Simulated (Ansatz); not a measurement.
# FH2NSi: a dynamics run in two tries

Wanted: a short trajectory, and a check that the input is sound. SMILES of the start: N[Si]F.

Program: Ansatz 0.2.0. Level of theory: UKS PBE0/def2-SVP. These are calculated values, not measurements.

## (1) The system as given

Bond lengths: N1–Si2 1.714 Å, Si2–F3 1.647 Å, N1–H4 1.017 Å, N1–H5 1.015 Å. Angles: N1–Si2–F3 97.8°, Si2–N1–H4 124.7°, Si2–N1–H5 122.7°, H4–N1–H5 112.7°.

Structure file:

```xyz
5

N    -0.4244    0.2369   -0.3353
Si    0.1207   -1.1410    0.5259
F     1.5757   -0.5404    1.0090
H     0.1021    1.1015   -0.4372
H    -1.3241    0.2693   -0.8039
```

## (2) First try

The input, input.yaml:

```yaml
crystal:
  periodic: [false, false, false]
  atoms:
    - { symbol: "N", position_ang: [-0.424431, 0.236911, -0.335299] }
    - { symbol: Si, position_ang: [0.120655, -1.141025, 0.525949] }
    - { symbol: F, position_ang: [1.575686, -0.540373, 1.008961] }
    - { symbol: H, position_ang: [0.102085, 1.101456, -0.437152] }
    - { symbol: H, position_ang: [-1.324095, 0.269331, -0.803859] }
magnetization:
  spin_polarized: true
basis:
  gaussian: { orbitals: def2-SVP }
hamiltonian:
  xc: pbe0
md:
  timestep: 0.5
  n_steps: 25
  ensemble: nve
  temperature: 500.0
  initial_velocities: maxwell_boltzmann
  seed: 780515
  masses: [{ species: "N", mass: 0.0 }]
```

Command:

```sh
> ansatz run input.yaml --threads 1 --pin off --max-ram 2048MiB --backend cpu --events-out ev --progress --plain --runs-dir out
```

Q: Predict the outcome of this session. Wanted: first try.

As calculated:

```
 quantity                                                                     value
first try                                                                   refused
    cause  an atom is given no mass, so any force would accelerate it without limit
```

The fault in the first input was caught at the input check and cost nothing.
